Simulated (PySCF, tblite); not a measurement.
## hydrogen fluoride and 4 × ammonia

A gas-phase complex of hydrogen fluoride and 4 × ammonia; neutral, singlet. The structure comes from a short search (6 tight-binding starts) and was relaxed by PBE0-D3(BJ)/def2-SVPD; another way of binding may lie lower. No frequency run checks that it is a minimum.

```
part               name  SMILES  atoms  charge  multiplicity
   1  hydrogen fluoride       F    1–2       0             1
   2            ammonia       N    3–6       0             1
   3            ammonia       N   7–10       0             1
   4            ammonia       N  11–14       0             1
   5            ammonia       N  15–18       0             1
```

```xyz
18

F     3.501   -1.754   -1.056
H     2.584   -1.627   -1.606
N     1.503   -1.566   -2.422
H     1.931   -1.651   -3.348
H     0.874   -2.371   -2.246
H     0.971   -0.703   -2.377
N     0.074   -4.028   -1.581
H     0.054   -4.824   -2.211
H     0.813   -4.202   -0.883
H    -0.816   -4.018   -1.091
N     2.476   -4.131    0.326
H     3.138   -4.901    0.293
H     2.944   -3.313   -0.075
H     2.316   -3.930    1.309
N     3.995   -1.947   -4.071
H     4.215   -1.918   -3.075
H     4.314   -2.843   -4.429
H     4.550   -1.229   -4.528
```
(Å; atoms numbered from 1)

| contact | kind (by geometry) | distance (Å) | angle (°) |
| --- | --- | --- | --- |
| N3···H2 | closest for its radii | 1.356 | - |
| H5···N7 | hydrogen bond | 1.957 | 164 |
| H13···F1 | hydrogen bond | 1.924 | 168 |
| H9···N11 | hydrogen bond | 2.057 | 166 |
| H4···N15 | hydrogen bond | 2.207 | 134 |
| H16···F1 | hydrogen bond | 2.148 | 148 |

Deforming the relaxed parts to their shape here costs 12.2 kcal/mol, which the interaction energies leave out.

Interaction energies are complex less parts, with the parts frozen as they stand in it; counterpoise-corrected, in kcal/mol (PySCF).

Problem. Give the interaction energy at each level run.

Solution. 
```tsv
level	interaction	superposition error removed
wB97M-D3(BJ)/def2-SVPD	-46.07	-4.41
PBE0-D3(BJ)/def2-SVPD	-50.31	-4.32
```

Problem. What holds them together? Decompose the wB97M-D3(BJ)/def2-SVPD energy: frozen parts, their antisymmetrised product, then relaxation.

Solution. electrostatic -75.9, Pauli repulsion +95.7, orbital relaxation -65.0, dispersion correction -5.2 kcal/mol, which sum to the value before the counterpoise correction; the Pauli term holds the exchange-correlation of the frozen density too. Of the attraction, 52 % is electrostatic, 45 % is orbital relaxation, 4 % is dispersion correction.

The parts were also relaxed and run alone, at the levels used for the complex: shieldings by PBE0/pcSseg-1; core levels by delta-SCF with SCAN, pcX-2 on the ionised atom and pcseg-1 elsewhere, spin-free X2C.

Values alone: N3–H5 bond (Å): 1.016; shielding of H5 (ppm): 31.64; shielding of N7 (ppm): 266.6; shielding of H13 (ppm): 31.64; shielding of F1 (ppm): 410.5; N3 1s core level (eV): 405.54; N7 1s core level (eV): 405.54; N11 1s core level (eV): 405.54.

Problem. What does binding change?

Solution. 
```csv
property,alone,in the complex,change
N3–H5 bond (Å),1.016,1.036,+0.020
shielding of H5 (ppm),31.64,24.36,-7.28
shielding of N7 (ppm),266.6,248.0,-18.6
shielding of H13 (ppm),31.64,27.88,-3.75
shielding of F1 (ppm),410.5,386.7,-23.8
N3 1s core level (eV),405.54,405.16,-0.39
N7 1s core level (eV),405.54,404.76,-0.79
N11 1s core level (eV),405.54,404.77,-0.77
```
